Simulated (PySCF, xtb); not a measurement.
Acid–base and redox partners of O=S=O. All species are isolated molecules in the gas phase. Strings in code marks are SMILES.

Quantity: proton affinity at 298 K, in kcal/mol. Enthalpy corrections at 298 K come from GFN2-xTB frequencies (xtb).

Level 1: PBE-D3(BJ)/def2-TZVP (PySCF)
Level 2: B3LYP/6-311+G** // PBE-D3(BJ)/def2-TZVP (PySCF)
Level 3: B3LYP/LANL2DZ // PBE-D3(BJ)/def2-TZVP (PySCF)
Level 4: SVWN5/6-31G* // PBE-D3(BJ)/def2-TZVP (PySCF)

```json
[
 {"species": "proton added at S2: `O=[SH+]=O`", "level 1": "116.6", "level 2": "105.9", "level 3": "70.6", "level 4": "106.0"}
]
```
